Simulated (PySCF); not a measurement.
# SClO2F (sulfuryl chloride fluoride): TPSS/def2-SVP

Aim: the vertical singlet–triplet gap of SClO2F (sulfuryl chloride fluoride) at TPSS/def2-SVP, from 2 runs. 

The calculation is run with PySCF 2.14.0.

2 further runs of the same task are left out: 2 set aside as unsound or not needed.

## (1) The molecule

SClO2F has 5 atoms, charge 0, and is taken as a singlet. SMILES: `O=S(=O)(F)Cl`. The coordinates come from a GFN2-xTB relaxation.

Bond lengths: O1–S2 1.409 Å, S2–O3 1.410 Å, S2–F4 1.624 Å, S2–Cl5 2.019 Å. Angles: O1–S2–O3 122.9°, O1–S2–F4 106.9°, O1–S2–Cl5 109.9°, O3–S2–F4 106.9°, O3–S2–Cl5 109.8°, F4–S2–Cl5 97.1°.

## (2) A single-point energy at TPSS/def2-SVP

The input, run.py:

```python
from pyscf import gto, dft

mol = gto.Mole()
mol.atom = '''
O       -0.106320      -0.174430       1.511240
S        0.117000      -0.138330       0.120060
O        1.169750      -0.836360      -0.505500
F       -1.260200      -0.622100      -0.592560
Cl       0.079760       1.771230      -0.533250
'''
mol.max_memory = 1860
mol.verbose = 4
mol.basis = 'def2-svp'
mol.build()

mf = dft.RKS(mol)
mf.xc = 'tpss'
mf.conv_tol = 1e-10
mf.grids.level = 5
mf.kernel()
if not mf.converged:
    mf = mf.newton().run(mf.mo_coeff, mf.mo_occ)

energy = mf.e_tot
print(f'total energy: {energy:.8f} hartree')
```

The run is started by

```
$ OMP_NUM_THREADS=1 python run.py
```

Standard output:

```text
PySCF version 2.14.0

[... 78 lines left out ...]
converged SCF energy = -1108.20236637357
total energy: -1108.20236637 hartree
```

Wall time 30 s (1 thread of Arm Neoverse V1, shared host); peak memory 0.41 GiB.

## (3) The triplet

The input, calc.py:

```python
from pyscf import gto, dft

molecule = gto.M(
    atom='''
O     -0.200916    -0.329625     2.855830
S      0.221098    -0.261406     0.226881
O      2.210507    -1.580491    -0.955257
F     -2.381433    -1.175599    -1.119776
Cl     0.150725     3.347140    -1.007696
''',
    verbose=4,
    charge=0,
    unit='bohr',
    spin=2,
    max_memory=1860,
    basis='def2-svp',
)

mf = dft.UKS(molecule, xc='tpss')
mf.grids.level = 5
mf.conv_tol = 1e-10
mf.kernel()
if not mf.converged:
    mf = mf.newton().run(mf.mo_coeff, mf.mo_occ)

e_tot = mf.e_tot
print('E(%s) = %.9f' % ('TPSS', e_tot))
```

The run is started by

```
$ OMP_NUM_THREADS=1 python calc.py
```

Standard output:

```text
PySCF version 2.14.0

[... 55 lines left out ...]
[... the frontier-level lines of each cycle are left out ...]
[... 11 lines left out ...]
[... 11 lines left out ...]
[... 11 lines left out ...]
[... 11 lines left out ...]
[... 11 lines left out ...]
[... 11 lines left out ...]
[... 5 lines left out ...]

cycle= 14 E= -1108.01406313565  delta_E= -1.78e-09  |g|= 2.83e-05  |ddm|= 0.000159


cycle= 15 E= -1108.01406313598  delta_E= -3.31e-10  |g|= 6.91e-06  |ddm|= 4.96e-05


cycle= 16 E= -1108.01406313599  delta_E= -1.32e-11  |g|= 5.09e-06  |ddm|= 2.17e-05


Extra cycle  E= -1108.01406313582  delta_E= 1.71e-10  |g|= 1.9e-05  |ddm|= 3.28e-05
converged SCF energy = -1108.01406313582  <S^2> = 2.0037951  2S+1 = 3.002529
E(TPSS) = -1108.014063136
```

It took 73 s on 1 thread of Arm Neoverse V1, shared host; peak memory 0.46 GiB.

## (4) Outcome

Level: TPSS/def2-SVP.

```
                                        quantity           value
                           singlet: total energy  -1108.20237 Eh
                          singlet: dipole moment          1.21 D
                            singlet: HOMO energy        -8.47 eV
                            singlet: LUMO energy        -3.17 eV
                          singlet: HOMO–LUMO gap         5.31 eV
                           triplet: total energy  -1108.01406 Eh
                          triplet: dipole moment          1.02 D
     triplet: HOMO energy (highest over α and β)        -3.18 eV
                                   triplet: ⟨S²⟩           2.004
vertical energy of the triplet above the singlet        5.124 eV
```

What this shows: At this shape the triplet lies 5.12 eV (118 kcal/mol) above the singlet. Mulliken charges (singlet) run from -0.32 on O3 to +0.98 on S2; they depend strongly on the basis. Mulliken charges (triplet) run from -0.30 on F4 to +0.85 on S2; they depend strongly on the basis.
